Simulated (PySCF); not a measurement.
SiH: from constants to spectrum

UHF-CCSD(T) constants of SiH, ²Π (doublet), unpaired electrons π ↑ (Si def2-TZVPP, H def2-TZVPP; no relativity (PySCF 2.14); masses 27.9769 and 1.0078 u):

```
ωe              : 2044.0 cm⁻¹
ωexe            : 34.9 cm⁻¹
Be              : 7.4631 cm⁻¹
αe              : 0.210 cm⁻¹
D (centrifugal) : 0.000398 cm⁻¹
De to Si + H    : 3.12 eV
```

(1) Give the vibrational terms G(v) and spacings up to v = 6.

(2) How well does the Morse estimate ωe²/(4ωexe) reproduce De, and what is D0?

Correlated steps freeze 5 core orbitals. The state is the lowest determinant that a PBE0 search found; another state may lie lower at other levels.

## Answers

(1) G(v) = ωe(v+½) − ωexe(v+½)².

| v | G(v) (cm⁻¹) | G(v) − G(v−1) | Bv (cm⁻¹) |
| --- | --- | --- | --- |
| 0 | 1013 |  | 7.358 |
| 1 | 2987 | 1974 | 7.148 |
| 2 | 4892 | 1904 | 6.938 |
| 3 | 6726 | 1835 | 6.728 |
| 4 | 8491 | 1765 | 6.518 |
| 5 | 10186 | 1695 | 6.308 |
| 6 | 11811 | 1625 | 6.098 |

(2) It gives 3.71 eV, 119 % of the computed De. D0 = De − G(0) = 3.12 − 0.13 = 2.99 eV.
